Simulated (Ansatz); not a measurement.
C4H8O can be A, `CC(C)=CO`, or B, `C/C=C/CO`.

Computed with Ansatz on PBE0-D4/def2-TZVP structures; ΔE is electronic, products minus reactants. CBS: MP2 limit from def2 TZ/QZ plus the TZ coupled-cluster correction, frozen cores. Functionals use def2-TZVPP. B3LYP here is the variant with VWN-RPA as its local correlation; programs differ in this. One conformer a species, not always the lowest.

Q: Which is lower in electronic energy at CCSD(T)/CBS, and by how much? (Best estimate.)

A: Ansatz gave: A, by 4.7 kcal/mol.

Q: Give E(B) − E(A) in kcal/mol with HF/def2-TZVPP, MP2/def2-TZVPP, r2SCAN-D4, B2PLYP, B3LYP, ωB97M-V, PBE0-D4. (Estimate.)

A: Computed: HF/def2-TZVPP 2.5, MP2/def2-TZVPP 5.3, r2SCAN-D4 6.2, B2PLYP 4.7, B3LYP 4.6, ωB97M-V 5.2, PBE0-D4 5.9. None reverses the order clearly.

Q: Does the order hold for the free energy at 298.15 K (harmonic terms from PBE0-D4)? (Best estimate.)

A: Computed: Yes: G(B) − G(A) = +5.4 kcal/mol, for one conformer each.

Largest T1 diagnostic: 0.011.

At CCSD(T), def2-SVP lies +1.3 kcal/mol from the extrapolated value and def2-TZVPP −0.1 kcal/mol. Leaving LDA and LC-ωPBE aside and taking each functional with its dispersion term where it has one, the values, not all of them listed here, spread over 1.7 kcal/mol, from BHLYP-D4 to PBE-D4. LDA lies +2.0 kcal/mol from PBE without D4.
